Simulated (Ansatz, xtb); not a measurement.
## HOPS: which of two conformers lies lower

We compare a, `O=PS`, a singlet, with b, `O=PS`, a singlet. Both are isolated molecules in the gas phase, relaxed with PBE0-D3(BJ)/def2-SVP.

a (Å):

```xyz
4

O    -0.1558   -0.8206    1.2732
P    -0.7758    0.5106    1.5153
S    -0.6062    1.6795   -0.2588
H     0.0318    0.7004   -0.9430
```

b (Å):

```xyz
4

O     0.6276    0.1633   -3.1733
P    -0.3074    0.5913   -2.1012
S     0.0980   -0.5689   -0.3627
H    -0.8738    0.0589    0.3392
```

Problem. Estimate which is lower in electronic energy at CCSD(T)/def2-TZVPP, and by roughly how much.

Solution. Too close to call at this level: CCSD(T)/def2-TZVPP gives E(b) − E(a) = −0.017 eV.

Level by level:

| level | geometry | E(b) − E(a) (eV) | departure from the last row (eV) | job, with rough time for the two |
| --- | --- | --- | --- | --- |
| PBE0-D3(BJ)/def2-SVP | PBE0-D3(BJ)/def2-SVP | +0.036 | +0.053 | optimisation, 34 s |
| HF/def2-TZVPP | PBE0-D3(BJ)/def2-SVP | −0.026 | −0.009 | part of the CCSD(T) run |
| MP2/def2-TZVPP | PBE0-D3(BJ)/def2-SVP | −0.016 | +0.001 | part of the CCSD(T) run |
| CCSD(T)/def2-TZVPP | PBE0-D3(BJ)/def2-SVP | −0.017 |  | single point, 62 s |

The largest departure from CCSD(T)/def2-TZVPP is that of PBE0-D3(BJ)/def2-SVP, 0.053 eV. Levels run at GFN2-xTB geometries aren't shown.

With harmonic frequencies from PBE0-D3(BJ)/def2-SVP (ideal gas, rigid rotor, one conformer each, 298.15 K, 1 atm): on the last row, ΔE + ΔZPE = −0.014, ΔH = −0.014, ΔG = −0.015 eV.

The T1 diagnostic of structures a and b is large, so the coupled-cluster value is less sure. The correlated steps freeze 11 core orbitals. Run with Ansatz 0.2.0; the last row on 1 thread of AMD EPYC (Zen 3) on a shared host.
